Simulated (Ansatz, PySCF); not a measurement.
Breaking a bond: Na2, singlet.

Computed with: FCI = full CI/aug-cc-pVTZ, frozen core in Ansatz (a program for electronic structure); RKS-B3LYP/6-31G* = PySCF with restricted B3LYP/6-31G*, spherical d; UMP2/6-31G* = unrestricted MP2 (frozen core)/6-31G*, spherical d run with PySCF.

Energies are in eV, each relative to the lowest point of its own curve near equilibrium.

```json
[
 {"R / Å": "2.49", "FCI": "0.347", "RKS-B3LYP/6-31G*": "0.218", "UMP2/6-31G*": "0.253"},
 {"R / Å": "2.66", "FCI": "0.178", "RKS-B3LYP/6-31G*": "0.094", "UMP2/6-31G*": "…"},
 {"R / Å": "2.80", "FCI": "0.087", "RKS-B3LYP/6-31G*": "0.034", "UMP2/6-31G*": "0.066"},
 {"R / Å": "2.89", "FCI": "0.048", "RKS-B3LYP/6-31G*": "0.011", "UMP2/6-31G*": "0.034"},
 {"R / Å": "2.96", "FCI": "0.026", "RKS-B3LYP/6-31G*": "0.002", "UMP2/6-31G*": "0.017"},
 {"R / Å": "3.10", "FCI": "0.003", "RKS-B3LYP/6-31G*": "0.000", "UMP2/6-31G*": "0.000"},
 {"R / Å": "3.19", "FCI": "0.000", "RKS-B3LYP/6-31G*": "…", "UMP2/6-31G*": "0.000"},
 {"R / Å": "3.26", "FCI": "0.003", "RKS-B3LYP/6-31G*": "0.021", "UMP2/6-31G*": "0.004"},
 {"R / Å": "3.43", "FCI": "0.026", "RKS-B3LYP/6-31G*": "…", "UMP2/6-31G*": "0.025"},
 {"R / Å": "3.57", "FCI": "0.058", "RKS-B3LYP/6-31G*": "0.108", "UMP2/6-31G*": "0.049"},
 {"R / Å": "3.88", "FCI": "0.154", "RKS-B3LYP/6-31G*": "0.228", "UMP2/6-31G*": "0.110"},
 {"R / Å": "4.13", "FCI": "0.242", "RKS-B3LYP/6-31G*": "0.334", "UMP2/6-31G*": "0.157"},
 {"R / Å": "4.66", "FCI": "0.417", "RKS-B3LYP/6-31G*": "0.554", "UMP2/6-31G*": "0.233"},
 {"R / Å": "5.01", "FCI": "0.508", "RKS-B3LYP/6-31G*": "0.685", "UMP2/6-31G*": "0.265"},
 {"R / Å": "5.70", "FCI": "0.624", "RKS-B3LYP/6-31G*": "0.896", "UMP2/6-31G*": "0.298"},
 {"R / Å": "6.23", "FCI": "…", "RKS-B3LYP/6-31G*": "1.017", "UMP2/6-31G*": "0.309"},
 {"R / Å": "6.87", "FCI": "…", "RKS-B3LYP/6-31G*": "1.123", "UMP2/6-31G*": "…"},
 {"R / Å": "7.56", "FCI": "0.709", "RKS-B3LYP/6-31G*": "1.202", "UMP2/6-31G*": "0.319"},
 {"R / Å": "8.45", "FCI": "0.715", "RKS-B3LYP/6-31G*": "1.267", "UMP2/6-31G*": "0.321"},
 {"R / Å": "9.38", "FCI": "0.718", "RKS-B3LYP/6-31G*": "1.308", "UMP2/6-31G*": "0.322"}
]
```

Problem. Fill in the missing entries.

Solution. 
- 2.66, UMP2/6-31G*: 0.137
- 3.19, RKS-B3LYP/6-31G*: 0.009
- 3.43, RKS-B3LYP/6-31G*: 0.063
- 6.23, FCI: 0.669
- 6.87, FCI: 0.696
- 6.87, UMP2/6-31G*: 0.316

The restricted form behind RKS-B3LYP/6-31G* keeps the bonding electrons paired and can't separate into open-shell fragments. The unrestricted determinant behind UMP2/6-31G* is spin-contaminated at 2.49 to 9.38 Å (<S²> up to 1.0, against 0.00 for a pure singlet).
